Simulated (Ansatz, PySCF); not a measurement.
This Ansatz (a program for electronic structure) input computes a PBE/def2-TZVPD energy:

Ansatz 0.2 input:
```yaml
crystal:
  periodic: [false, false, false]
  atoms:
    - {symbol: C, position_ang: [0.00313871, 0.00322016, 0.46466816]}
    - {symbol: C, position_ang: [0.00177110, 1.41418985, -0.05949539]}
    - {symbol: H, position_ang: [-0.00580762, 1.46685517, -1.19524775]}
    - {symbol: H, position_ang: [-0.87855294, 1.98317546, 0.26908926]}
    - {symbol: H, position_ang: [0.88819067, 1.98046155, 0.25717418]}
    - {symbol: C, position_ang: [1.22363514, -0.70949310, -0.05303159]}
    - {symbol: H, position_ang: [1.26834455, -0.74770811, -1.18850734]}
    - {symbol: H, position_ang: [2.15786680, -0.22632205, 0.26389091]}
    - {symbol: H, position_ang: [1.27221630, -1.75500801, 0.28046707]}
    - {symbol: C, position_ang: [-1.22641294, -0.70572957, -0.03650824]}
    - {symbol: H, position_ang: [-1.28655024, -0.74378352, -1.17127689]}
    - {symbol: H, position_ang: [-1.27370326, -1.75109721, 0.29763699]}
    - {symbol: H, position_ang: [-2.15479637, -0.21969735, 0.29297591]}
basis:
  gaussian:
    orbitals: def2-TZVPD
hamiltonian:
  xc: {name: PBE}
total_charge: -1
output: {forces: true}
```

Task: Write an input for the same energy in PySCF and say what it gives.

Result: 
```python
from pyscf import gto, scf, dft

mol = gto.M(
    atom='''
    C     0.00313871    0.00322016    0.46466816
    C     0.00177110    1.41418985   -0.05949539
    H    -0.00580762    1.46685517   -1.19524775
    H    -0.87855294    1.98317546    0.26908926
    H     0.88819067    1.98046155    0.25717418
    C     1.22363514   -0.70949310   -0.05303159
    H     1.26834455   -0.74770811   -1.18850734
    H     2.15786680   -0.22632205    0.26389091
    H     1.27221630   -1.75500801    0.28046707
    C    -1.22641294   -0.70572957   -0.03650824
    H    -1.28655024   -0.74378352   -1.17127689
    H    -1.27370326   -1.75109721    0.29763699
    H    -2.15479637   -0.21969735    0.29297591
    ''',
    basis='def2-tzvpd',
    charge=-1,
    spin=0,
    verbose=4,
)

mf = dft.RKS(mol, xc='pbe').density_fit(auxbasis='def2-universal-jkfit')
mf.grids.level = 3
mf.conv_tol = 1e-9
mf.max_cycle = 100
mf.max_memory = 1500
mf.kernel()
if not mf.converged:
    mf = mf.newton()
    mf.kernel(mf.make_rdm1())
mf.analyze()
```
It gives -157.61223 Eh, and Ansatz -157.61212 Eh, a difference of 0.11 mEh, from the treatment of integrals and grids.

It need not be the lowest isomer of its formula. Whether it binds its extra electron was not tested at this geometry.
